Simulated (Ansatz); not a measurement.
YAl₂Pd₅ (I4/mmm)

Theory: DFT PBEsol, scalar-relativistic, plane waves, PAW (Ansatz 0.2.0).

Plane waves to 420 eV, a k mesh through Γ of 12×12×12 on the computed 8-atom cell and Gaussian smearing (0.10 eV); no spin polarisation.

The structure is relaxed at this level of theory with its symmetry kept. Whether it is the stable form of this composition wasn't checked.

```cif
data_structure
_symmetry_space_group_name_H-M 'P 1'
_symmetry_Int_Tables_number 1
_cell_length_a 7.9252
_cell_length_b 7.9252
_cell_length_c 7.9252
_cell_angle_alpha 150.121
_cell_angle_beta 150.121
_cell_angle_gamma 42.764
_cell_volume 123.22
loop_
_atom_site_label
_atom_site_type_symbol
_atom_site_fract_x
_atom_site_fract_y
_atom_site_fract_z
_atom_site_occupancy
Y1 Y 0.00000 0.00000 0.00000 1
Al1 Al 0.74692 0.74692 0.00000 1
Al2 Al 0.25308 0.25308 0.00000 1
Pd1 Pd 0.50000 0.50000 0.00000 1
Pd2 Pd 0.85627 0.35627 0.50000 1
Pd3 Pd 0.35627 0.85627 0.50000 1
Pd4 Pd 0.14373 0.64373 0.50000 1
Pd5 Pd 0.64373 0.14373 0.50000 1
```

| Item | Value |
| --- | --- |
| Space group | I4/mmm (No. 139) |
| Volume per atom | 15.40 Å³ |
| Formation energy from the elements' standard states (uncorrected) | -0.952 eV/atom |
| Kohn–Sham band gap | none (metal) |
| Density of states at the Fermi level | 1.89 states/eV per cell |
| Löwdin character within 0.5 eV of the Fermi level | Pd 4d 37 %, Al 3p 30 %, Y 4d 14 %, unprojected 11 % |
| Bulk modulus | 154 GPa |
| Its pressure derivative | 5.0 |
| Bader charges (e) | Y (1 in the cell) 1.64, Al (2 in the cell) 1.89, Pd (1 in the cell) -0.60, Pd (4 in the cell) -1.20 |

Cost: 7 runs of about 51 core-minutes in all, on AMD EPYC 7R43 (Zen 3) (shared hosts).